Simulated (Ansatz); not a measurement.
Barrier FH + CH3 (SMILES [CH3]) via CH4F, on the benchmark's geometries as Psi4's copy gives them; open shells unrestricted, no zero-point energy, no spin–orbit coupling.
Transition structure (charge 0, multiplicity 2):
```xyz
6

H     -0.03976     0.00000     0.04411
F     -0.04932     0.00000     1.28255
C     -0.06154     0.00000     2.95116
H      0.99050     0.00000     3.19428
H     -0.59007     0.91236     3.18348
H     -0.59007    -0.91236     3.18348
```

Correlated levels freeze the cores. MP2 and its Hartree–Fock in aug-cc-pVQZ are density fitted.

The values were computed with Ansatz (an electronic-structure program). 

The barrier height is − E(FH) − E(CH3) + E(TS). Total energies (hartree):

```json
[
 {"level": "HF/aug-cc-pVTZ", "FH": "-100.0611362", "CH3": "-39.5780076", "TS": "-139.5225337"},
 {"level": "MP2/aug-cc-pVTZ", "FH": "-100.3408436", "CH3": "-39.7383055", "TS": "-139.9853447"},
 {"level": "HF/aug-cc-pVQZ", "FH": "-100.0686347", "CH3": "-39.5804429", "TS": "-139.5318783"},
 {"level": "MP2/aug-cc-pVQZ", "FH": "-100.3696466", "CH3": "-39.7497141", "TS": "-140.0247011"},
 {"level": "CCSD(T)/aug-cc-pVTZ", "FH": "-100.3495418", "CH3": "-39.7636519", "TS": "-140.0234974"}
]
```

Question: Work out the barrier height at the basis-set limit: extrapolate the MP2 correlation part as X⁻³, take Hartree–Fock from the larger set, and add the CCSD(T) − MP2 difference of aug-cc-pVTZ.

Answer: 
1. Differences (1 hartree = 627.509 kcal/mol): HF/aug-cc-pVTZ 73.174; MP2/aug-cc-pVTZ 58.863; HF/aug-cc-pVQZ 73.544; MP2/aug-cc-pVQZ 59.400; CCSD(T)/aug-cc-pVTZ 56.285.
2. Correlation parts, MP2 less HF: -14.311 in aug-cc-pVTZ (X = 3), -14.144 in aug-cc-pVQZ (X = 4).
3. Limit (4³·(-14.144) − 3³·(-14.311))/(4³ − 3³) = -14.022; with HF/aug-cc-pVQZ it gives 59.522.
4. CCSD(T) less MP2 in aug-cc-pVTZ: -2.578.
Result: 56.94 kcal/mol, against 58.86 at MP2/aug-cc-pVTZ. It is an estimate of this method's limit, not of the exact value.
